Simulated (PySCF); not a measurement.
Do core-level shifts follow atomic charges?

Species: C₃H₄ClO (charge -1).
Z-matrix (Å and degrees, GFN2-xTB geometry), rows numbered from 1:
```
C 
C   1  1.4948
C   2  1.3325  1  129.95
O   3  1.2128  2  138.21  1  -179.92
Cl  3  1.9937  2  110.81  1     0.10
H   1  1.0857  2  110.23  3     0.11
H   1  1.0971  2  111.29  3  -120.10
H   1  1.0971  2  111.23  3   120.31
H   2  1.0863  1  116.05  3  -179.89
```

Binding energies: delta-SCF UKS SCAN, pcX-2 on the ionised atom, pcseg-1 elsewhere, spin-free X2C (PySCF). Charges: PBE0/pcSseg-1 ground-state density, for the ionised atom.

| atom | environment | C 1s (eV) | Mulliken (e) | IAO (e) | Hirshfeld (e) | ESP (e) |
| --- | --- | --- | --- | --- | --- | --- |
| C2 | carbon bonded to 2 C and H | 284.41 | -0.400 | -0.411 | -0.199 | -0.525 |
| C1 | allylic carbon | 286.14 | -0.186 | -0.406 | -0.155 | +0.033 |
| C3 | vinylic C–Cl carbon | 287.49 | +0.248 | +0.318 | +0.058 | +0.416 |

Question: How well does each charge scheme correlate with the binding energies over these sites?

Answer: ESP: r = 1.00, slope 3.3 eV per e; Mulliken: r = 0.96, slope 4.5 eV per e; Hirshfeld: r = 0.91, slope 10.2 eV per e; IAO: r = 0.83, slope 3.1 eV per e. ESP charges have the highest r, on only 3 points.

Question: The point-charge model writes a binding energy as kq + V + constant, with V the potential of the other atoms' charges at the site. What does it give with the ESP charges?

Answer: V = Σ 14.40 eV Å × q/r over all other atoms: +0.43 eV at C2, -6.61 eV at C1, -14.61 eV at C3. Fitting binding energy − V to q gives k = 19.0 eV per e and leaves an rms residual of 0.92 eV, against 0.04 eV for the fit on q alone. The model has no term for differences in relaxation between sites.

The unrestricted hole states depart most from a pure doublet (⟨S²⟩ = 0.75; over 0.85 named) for C 1s of C3 (0.87), which makes this value less certain. The species carries charge -1, so core ionisation leaves a neutral species. The basis sets have no added diffuse functions. Geometry: GFN2-xTB; no solvent, vibrations or thermal averaging.
